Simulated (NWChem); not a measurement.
# SiH₄; SMILES [SiH4]

Results from NWChem. The geometry was optimised at PBE0/def2-SVP. Static field.

Q: Order these by “isotropic polarisability (bohr³)”, lowest first: Hartree-Fock/aug-cc-pVDZ; LC-BLYP (range parameter 0.33 per bohr)/aug-cc-pVDZ; PBE/aug-cc-pVDZ.

A: Hartree-Fock/aug-cc-pVDZ (30.4), LC-BLYP (range parameter 0.33 per bohr)/aug-cc-pVDZ (33.0), PBE/aug-cc-pVDZ (33.5)
